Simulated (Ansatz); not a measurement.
**Multireference treatment of C3H5O, doublet**

Program: Ansatz, Gaussian basis, development build. Basis cc-pVTZ, nonrelativistic, 4 orbitals frozen in the corrections. State-specific CASSCF; RHF is the lowest restricted (open-shell) Hartree–Fock solution met. Solutions may break the symmetry of the shape. The lowest solution met needn't be the lowest there is, nor hold the orbitals that a chemist would pick.

Geometry:

```xyz
9

C     0.0000   -1.4172    0.0080
C     0.0000   -0.0253    0.0292
C     0.0000    0.7246    1.1946
O     0.0000    0.5812   -1.2065
H     0.0000   -1.9782    0.9339
H     0.0000   -1.9541   -0.9326
H     0.0000    1.8108    1.1801
H     0.0000    0.2368    2.1616
H     0.0000    1.5424   -1.0823
```

(1) What do CASSCF and its corrections give against RHF in CAS(5,4), and what are the occupations?

(2) How do single-reference totals in the same basis and frozen core stand against SC-NEVPT2 in CAS(5,4)?

Answers

(1) CASSCF -1.003 eV, SC-NEVPT2 -19.755 eV; occupations 2.00, 1.91, 1.00, 0.09.

(2) CCSD(T) -1.613 eV. Coupled cluster stands on the determinant that it favours, which can lie over the RHF solution above, and is in doubt where the occupations are far from 0, 1 and 2.
